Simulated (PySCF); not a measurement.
Two species compared at the same levels of theory.

First species: Propene, C3H6.
Z-matrix (Å and degrees, GFN2-xTB geometry), rows numbered from 1:
```
C 
C   1  1.3193
C   2  1.4919  1  124.70
H   1  1.0781  2  121.67  3     0.01
H   1  1.0769  2  122.17  3   179.98
H   2  1.0828  1  120.15  3  -179.94
H   3  1.0897  2  110.13  1  -120.71
H   3  1.0870  2  111.11  1     0.02
H   3  1.0897  2  110.12  1   120.81
```

Second species: C5H9NO.
SMILES: `O=C(N(C)C)C=C`

Levels: PBE0/pcSseg-1 for dipole moment, HOMO energy, LUMO energy and HOMO–LUMO gap; GFN2-xTB for rotational constant A and rotational constant C. Geometries: GFN2-xTB. Each structure is a single optimised conformer of the isolated species, non-relativistic unless stated. Electronic properties by PySCF.

Dipoles, sizes and rotational constants follow the conformer. The torsions of the flexible species, by atom-mapped SMILES:
- `[CH2:1]=[CH:2][C:3](=[O:4])[N:5]([CH3:6])[CH3:7]`: C1–C2–C3–O4 28°, C2–C3–N5–C6 4°

Values for the first species:

```
Dipole moment         : 0.41 D
HOMO energy           : -7.40 eV
LUMO energy           : 0.60 eV
HOMO–LUMO gap         : 8.00 eV
Rotational constant A : 47.148 GHz
Rotational constant C : 8.283 GHz
```

Task: Estimate the same properties for the second species, and the change in each.

Result: 
```json
{"property": "dipole moment", "first": "0.41 D", "second": "3.79 D", "second less first": "+3.38 D"}
{"property": "HOMO energy", "first": "-7.40 eV", "second": "-6.88 eV", "second less first": "+0.52 eV"}
{"property": "LUMO energy", "first": "0.60 eV", "second": "-0.83 eV", "second less first": "-1.43 eV"}
{"property": "HOMO–LUMO gap", "first": "8.00 eV", "second": "6.05 eV", "second less first": "-1.95 eV"}
{"property": "rotational constant A", "first": "47.148 GHz", "second": "4.712 GHz", "second less first": "-42.436 GHz"}
{"property": "rotational constant C", "first": "8.283 GHz", "second": "1.471 GHz", "second less first": "-6.812 GHz"}
```

On the first: The dipole equals about 1.4 × 10⁻³⁰ C·m (1 D = 3.33564 × 10⁻³⁰ C·m).

On the second: A dipole of 3.79 D is allowed in C1, and pure rotational transitions are dipole-allowed. The dipole matches unit charges of opposite sign 0.79 Å apart (1 e·Å = 4.8032 D).
